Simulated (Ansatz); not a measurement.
Process, species as SMILES: C=O (CH2-O) + 2 [H][H] (H2) → C (CH4) + O (H2O)
B3LYP-D3(BJ)/def2-TZVP geometries, fixed; electronic energies without zero-point terms.
Largest species:
```xyz
5

C      0.0000     0.0000     0.0000
H      0.6205     0.6269     0.6390
H     -0.6429    -0.6249     0.6185
H      0.6369    -0.6328    -0.6166
H     -0.6146     0.6308    -0.6409
```

Basis-set convergence of the energy of full hydrogenation at HF with Ansatz (a first-principles code). All functions are spherical. No added dispersion term, no relativity. Functions are those of the species that has most. Reference: the value in aug-cc-pVQZ, -58.50 kcal/mol, itself unsure by roughly 0.06 kcal/mol (its mean distance from def2-QZVPPD, pcseg-3, def2-QZVPP).

```
basis              functions  energy of full hydrogenation (kcal/mol)
-----------------  ---------  ---------------------------------------
3-21G                     22                                   -60.08
pcseg-0                   22                                   -63.75
def2-SV(P)                32                                        ?
cc-pVDZ                   38                                   -57.13
6-311G**                  48                                   -57.69
6-311+G**                 56                                   -59.39
def2-SVPD                 59                                        ?
aug-pcseg-1               64                                        ?
def2-TZVP                 74                                   -56.41
def2-TZVPP                90                                   -58.44
jun-cc-pV(T+d)Z          106                                        ?
6-311++G(3df,3pd)        114                                   -58.22
pcseg-3                  192                                   -58.54
```

Problem. Some entries are withheld; supply them.

Solution. 
- def2-SV(P), energy of full hydrogenation (kcal/mol): -45.53
- def2-SVPD, energy of full hydrogenation (kcal/mol): -61.85
- aug-pcseg-1, energy of full hydrogenation (kcal/mol): -57.79
- jun-cc-pV(T+d)Z, energy of full hydrogenation (kcal/mol): -58.82
